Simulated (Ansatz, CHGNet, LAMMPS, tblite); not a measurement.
## Elastic constant C12 of rock-salt CaO: levels of theory against measurement

Reference value: 58.1 GPa (measured, room temperature, no zero-point or thermal correction; as tabulated in Speziale et al. (2006), doi:10.1029/2005jb003823).

What do ionic model matsui1994, GFN1-xTB, CHGNet-r²SCAN, LDA, PBE, r²SCAN, B3LYP (VWN-RPA form), HSE06, Hartree–Fock give, and how far is each from the reference?


```json
[
 {"level (code)": "ionic model matsui1994 (rigid ions, LAMMPS)", "value (GPa)": "22.9", "cell (Å³/atom)": "13.49", "difference (%)": "-61"},
 {"level (code)": "GFN1-xTB (tblite)", "value (GPa)": "82.1", "cell (Å³/atom)": "11.99", "difference (%)": "+41"},
 {"level (code)": "CHGNet-r²SCAN", "value (GPa)": "69.0", "cell (Å³/atom)": "13.90", "difference (%)": "+18.8"},
 {"level (code)": "LDA (Ansatz)", "value (GPa)": "63.0", "cell (Å³/atom)": "13.04", "difference (%)": "+8.4"},
 {"level (code)": "PBE (Ansatz)", "value (GPa)": "57.4", "cell (Å³/atom)": "14.09", "difference (%)": "-1.2"},
 {"level (code)": "r²SCAN (Ansatz)", "value (GPa)": "59.5", "cell (Å³/atom)": "13.78", "difference (%)": "+2.4"},
 {"level (code)": "B3LYP (VWN-RPA form) (Ansatz)", "value (GPa)": "61.4", "cell (Å³/atom)": "14.10", "difference (%)": "+5.7"},
 {"level (code)": "HSE06 (Ansatz)", "value (GPa)": "61.5", "cell (Å³/atom)": "13.81", "difference (%)": "+5.9"},
 {"level (code)": "Hartree–Fock (Ansatz)", "value (GPa)": "63.6", "cell (Å³/atom)": "14.33", "difference (%)": "+9.5"}
]
```

The reference is not for a static lattice or low temperature, so close values are not ranked against it. Off by more than 25 %, or 35 % on the side where a correction would as a rule narrow the miss (bounds picked here): ionic model matsui1994 (-61 %), GFN1-xTB (+41 %).

The reference isn't brought to a static lattice, while the calculations are for one, so the differences are not the levels' errors alone.  GFN1-xTB: the method was fitted mainly to molecules. GFN1-xTB: the run uses a supercell at the zone centre in place of a k mesh. Each level is taken at its own relaxed cell. Cutoffs differ between the levels. Ansatz's density-functional and Hartree–Fock values are scalar-relativistic unless marked +SOC, with PAW data made under PBE.

Empirical potentials (ionic model matsui1994) are fitted to chosen data: where that held the value shown, agreement is built in, and what lay outside the fit can be far off. Machine-learned potentials (CHGNet-r²SCAN) are trained on DFT data: a solid inside that data is no test of them.

Differences are worked out from the printed values.

Ansatz is a program for electronic structure.
